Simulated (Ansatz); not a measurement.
System: 1T (CdI2-type) VSe₂ (undistorted form, which takes a superstructure on cooling). Method: r²SCAN (PAW; Ansatz, a first-principles code).

Numerical settings: plane-wave cutoff 560 eV, 18×18×10 k mesh (along the axes of the cell as run), Fermi–Dirac smearing 0.05 eV, spin-polarised with parallel moments, scalar-relativistic PAW data made under PBE.

Cell (relaxed at this level):

```yaml
crystal:
  lattice:
    - [3.42173, 0.00000, 0.00000]
    - [-1.71087, 2.96331, 0.00000]
    - [0.00000, 0.00000, 6.38078]
  atoms:
    - { symbol: V, position: [0.00000, 0.00000, 0.00000], spin: 2.0 }
    - { symbol: Se, position: [0.33333, 0.66667, 0.23994] }
    - { symbol: Se, position: [0.66667, 0.33333, 0.76006] }
```

Question: Give the computed bulk modulus.

Answer: 
* **bulk modulus**: 18.3 GPa

The run finds no gap.

Note: the magnetic order was assumed, not searched for or taken from measurement; for a layered or molecular solid the relaxed cell lies over 5 % above the published volume, where the minimum can be shallow; the cell comes from a level without a dispersion term, which matters for the spacing of layers, chains or molecules; the volume lies 8 % above that of the published cell; the bulk modulus comes from volumes at which shape and atoms were relaxed.

Spins in the cell block are starting values.

Computed values are for the static lattice.
